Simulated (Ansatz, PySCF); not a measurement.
Molecule: CH₅Si, net charge 0, doublet state. It need not be the lowest isomer of its formula. 
Coordinates optimised at B3LYP-D3(BJ)/def2-TZVP (Ansatz, a quantum-chemistry and plane-wave program):
```
Si
H 1 1.4823
H 1 1.4830 2 109.47
H 1 1.4878 2 107.84 3 116.74
C 1 1.8421 2 110.29 4 121.63
H 5 1.0839 1 122.71 2 -26.73
H 5 1.0841 6 114.66 1 177.78
```
Charge 0, spin multiplicity 2.

Wanted: atomisation energy (electronic, to ground-state atoms), in eV. Cores are frozen in the correlated levels unless marked. UHF or UKS for open shells. No spin-orbit coupling. No relativistic terms. The coupled-cluster limit lacks core correlation, which all-electron functionals hold. CBS marks a two-point X^-3 extrapolation of the correlation energy; Hartree-Fock from the larger set. The bracket is a focal-point correction in the basis named.

```tsv
level	program	atomisation energy (eV)
HF/6-31G	Ansatz	15.83
HF/def2-SVPD	Ansatz	17.67
HF/cc-pV(T+d)Z	Ansatz	17.66
RI-HF/cc-pV(Q+d)Z	Ansatz	17.71
RI-HF/def2-QZVPP	Ansatz	17.71
PBE-D3(BJ)/def2-TZVPD	Ansatz + dftd3	22.49
BLYP/def2-TZVPD	Ansatz	22.18
BP86-D3(BJ)/def2-TZVPD	PySCF + dftd3	23.09
TPSS-D3(BJ)/def2-TZVPD	PySCF + dftd3	23.17
M06-L/def2-TZVPD	PySCF	22.78
BHLYP-D3(BJ)/def2-TZVPD	Ansatz + dftd3	22.45
BHLYP/def2-TZVPD	Ansatz	22.31
TPSSh-D3(BJ)/def2-TZVPD	PySCF + dftd3	23.14
B2PLYP-D4/def2-TZVPD	Ansatz + dftd4	22.30
MP2/def2-SVPD	Ansatz	21.27
RI-MP2/CBS(def2-TZVPP,def2-QZVPP)	Ansatz	22.36
CCSD/STO-3G	Ansatz	25.70
CCSD/6-31G*	Ansatz	19.97
CCSD/aug-cc-pV(D+d)Z	Ansatz	21.00
CCSD/def2-TZVPP	Ansatz	21.94
RI-MP2/CBS(def2-TZVPPD,def2-QZVPPD)+[CCSD(T)-MP2]/def2-TZVPPD	Ansatz	22.56
```
